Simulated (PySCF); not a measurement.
Isomers of C3H4F2, mass 78.028 u with the commonest isotopes. Method: PBE0-D3(BJ)/def2-SVP geometry optimisation, gas phase in PySCF. One conformer each, none proved a minimum here; rigid rotors.

Question: Order these by dipole moment, largest first.
A. `[CH2:1]=[CH:2][CH:3]([F:4])[F:5]` with C1–C2–C3–F4 7°
B. `[F:1]/[CH:2]=[CH:3]\[CH2:4][F:5]` with C2–C3–C4–F5 128°
C. `F[C@@H]1C[C@H]1F`

Answer: A (1.99 D), B (1.83 D), C (1.03 D).

Question: Order these by rotational constant A, largest first.
A. `C1[C@@H](F)[C@@H]1F`
B. `[F:1]/[CH:2]=[CH:3]\[CH2:4][F:5]` with C2–C3–C4–F5 128°
C. `FC1(F)CC1`
D. `[CH2:1]=[CH:2][CH:3]([F:4])[F:5]` with C1–C2–C3–F4 7°

Answer: B (14105 MHz), A (11617 MHz), D (8981 MHz), C (7255 MHz).

Question: Order these by rotational constant B, largest first.
A. `[F:1]/[CH:2]=[CH:3]\[CH2:4][F:5]` with C2–C3–C4–F5 128°
B. `FC1(F)CC1`
C. `[CH2:1]=[CH:2][CH:3]([F:4])[F:5]` with C1–C2–C3–F4 7°
D. `F[C@@H]1C[C@H]1F`

Answer: B (5604 MHz), C (4216 MHz), D (3583 MHz), A (2629 MHz).

```tsv
SMILES	point group	Ia (u·Å²)	Ib (u·Å²)	Ic (u·Å²)	κ	μa (D)	μb (D)	μc (D)
F[C@@H]1C[C@H]1F	C2	43.50	141.03	163.64	-0.88	0.00	1.03	0.00
C=CC(F)F	C1	56.27	119.87	161.70	-0.63	1.49	0.63	1.17
F/C=C\CF	C1	35.83	192.26	211.80	-0.96	1.09	1.13	0.93
FC1(F)CC1	C2v	69.66	90.18	118.53	-0.10	1.99	0.01	0.00
```
